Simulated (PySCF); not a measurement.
input.py for CF⁺

The script input.py:

```python
from pyscf import gto, scf
from pyscf.hessian import thermo

mol = gto.M(
    atom='C 0 0 0; F 0 0 1.154',
    basis='cc-pcvdz',
    charge=1,
    spin=0,
    verbose=4,
)
mf = scf.RHF(mol)
mf.kernel()
hess = mf.Hessian().kernel()
print('wavenumber (cm^-1) =', thermo.harmonic_analysis(mol, hess)['freq_wavenumber'].round(1))
mf.dip_moment()
print('orbital energies (hartree):', mf.mo_energy[..., max(0, mol.nelec[1]-3):mol.nelec[0]+3].round(4))
```

```bash
$ OMP_NUM_THREADS=1 python input.py
```

The log:

```
PySCF version 2.14.0

[INPUT] verbose = 4
[INPUT] num. atoms = 2
[INPUT] num. electrons = 14
[INPUT] charge = 1
[INPUT] spin (= nelec alpha-beta = 2S) = 0
[INPUT] symmetry False subgroup None
[INPUT] Mole.unit = angstrom
[INPUT] Symbol           X                Y                Z      unit          X                Y                Z       unit  Magmom
[INPUT]  1 C      0.000000000000   0.000000000000   0.000000000000 AA    0.000000000000   0.000000000000   0.000000000000 Bohr   0.0
[INPUT]  2 F      0.000000000000   0.000000000000   1.154000000000 AA    0.000000000000   0.000000000000   2.180743947748 Bohr   0.0

nuclear repulsion = 24.7621918454766
number of shells = 14
number of NR pGTOs = 60
number of NR cGTOs = 36
basis = cc-pcvdz
ecp = {}

******** <class 'pyscf.scf.hf.RHF'> ********
method = RHF
initial guess = minao
damping factor = 0
level_shift factor = 0
DIIS = <class 'pyscf.scf.diis.CDIIS'>
diis_start_cycle = 1
diis_space = 8
diis_damp = 0
SCF conv_tol = 1e-09
SCF conv_tol_grad = None
SCF max_cycles = 50
direct_scf = True
direct_scf_tol = 1e-13
Set gradient conv threshold to 3.16228e-05
Initial guess from minao.
init E= -137.452535509659
  HOMO = -0.412452611458811  LUMO = 0.0220336140596551  gap/eV = 11.82297
cycle= 1 E= -136.772516593456  delta_E= 0.68  |g|= 0.58  |ddm|= 1.41
  HOMO = -1.05964637200334  LUMO = -0.367147548597779  gap/eV = 18.84385
cycle= 2 E= -136.845836045309  delta_E= -0.0733  |g|= 0.209  |ddm|= 0.721
  HOMO = -0.97953968293313  LUMO = -0.286218033864012  gap/eV = 18.86624
cycle= 3 E= -136.852293214187  delta_E= -0.00646  |g|= 0.0882  |ddm|= 0.138
  HOMO = -0.974495495355555  LUMO = -0.275233796929968  gap/eV = 19.02788
cycle= 4 E= -136.853354967581  delta_E= -0.00106  |g|= 0.0111  |ddm|= 0.0411
  HOMO = -0.974418219926442  LUMO = -0.273804810028763  gap/eV = 19.06466
cycle= 5 E= -136.853404728136  delta_E= -4.98e-05  |g|= 0.00332  |ddm|= 0.0143
  HOMO = -0.974916763308769  LUMO = -0.274211224799795  gap/eV = 19.06717
cycle= 6 E= -136.853409672214  delta_E= -4.94e-06  |g|= 0.000728  |ddm|= 0.00492
  HOMO = -0.974891334611478  LUMO = -0.27421807847423  gap/eV = 19.06629
cycle= 7 E= -136.853409937111  delta_E= -2.65e-07  |g|= 0.000103  |ddm|= 0.00115
  HOMO = -0.974887334905198  LUMO = -0.274220970567326  gap/eV = 19.06610
cycle= 8 E= -136.853409940568  delta_E= -3.46e-09  |g|= 5.68e-06  |ddm|= 0.000122
  HOMO = -0.974887636574067  LUMO = -0.274220775389711  gap/eV = 19.06612
cycle= 9 E= -136.853409940579  delta_E= -1.05e-11  |g|= 5.96e-07  |ddm|= 8.13e-06
  HOMO = -0.974887624560189  LUMO = -0.274220751405958  gap/eV = 19.06612
Extra cycle  E= -136.853409940579  delta_E= 8.53e-14  |g|= 1.67e-07  |ddm|= 7.58e-07
converged SCF energy = -136.853409940579
wavenumber (cm^-1) = [1825.]

WARN: System has nonzero charge 1; the dipole moment is origin-dependent.
Location of origin: [0. 0. 0.]

Dipole moment(X, Y, Z, Debye): -0.00000,  0.00000,  1.94302
orbital energies (hartree): [-1.2025 -1.2025 -0.9749 -0.2742 -0.2742  0.0424]
```

In short: E(SCF) = -136.853410 Eh, 9 cycles, wavenumbers 1825 cm⁻¹.

Hardware: Intel Xeon Platinum 8488C, 1 thread, shared host. Wall time 1.9 s.

Stability towards an unrestricted solution was not tested. The bond length is a typed value, not an optimised one, so the wavenumber is not that of the minimum. The dipole of an ion depends on the origin.
